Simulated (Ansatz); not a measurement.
# How far each method lies from UCCSDT(Q) for SiOC⁺, doublet

Geometry: that of the SiOC, singlet, kept fixed.

```
atom   x (Å)   y (Å)    z (Å)
   C  0.0000  0.0000  -1.3980
   O  0.0000  0.0000  -0.2304
  Si  0.0000  0.0000   1.6284
```

Basis cc-pVDZ; Ansatz 0.2.0. Correlated methods freeze the noble-gas cores, which leaves 13 electrons in 39 orbitals. Prefix R: restricted or restricted open-shell reference; prefix U: unrestricted. Active spaces: valence = (13e, 12o) chosen from the atoms' valence shells.

Full CI isn't at hand for all of this; UCCSDT(Q) serves as the reference, and is uncertain by about the last step of the cluster series. The frozen core follows each run's orbitals, which can shift R against U totals by a few meV.

For open shells CISD is restricted-active-space CI with the open shells as a complete middle space.

```
UHF ⟨S²⟩                          : 0.774
T1 diagnostic (RCCSD)             : 0.0255
largest doubles amplitude (RCCSD) : 0.098
T1 diagnostic (UCCSD)             : 0.0237
```

From what is known of these methods and the diagnostics, rank them by the size of their error in total energy against UCCSDT(Q) in cc-pVDZ, smallest first (an estimate: the text doesn't fix the numbers).
A. MRCISD+Q (valence space)
B. RHF
C. RCCSDT(Q)
D. UCCSD
E. UMP2

C (0.15 kcal/mol), A (3.50 kcal/mol), D (9.43 kcal/mol), E (27.23 kcal/mol), B (232.45 kcal/mol).

All errors are against UCCSDT(Q) in cc-pVDZ. Within each family the higher level lies nearer, as is usual though not guaranteed.

Natural occupations of CASSCF (valence space) about the gap: 1.987 1.980 1.963 1.961 1.940 1.000 0.058 0.043 0.040 0.021; effectively unpaired electrons, Σ n²(2−n)², 1.06.
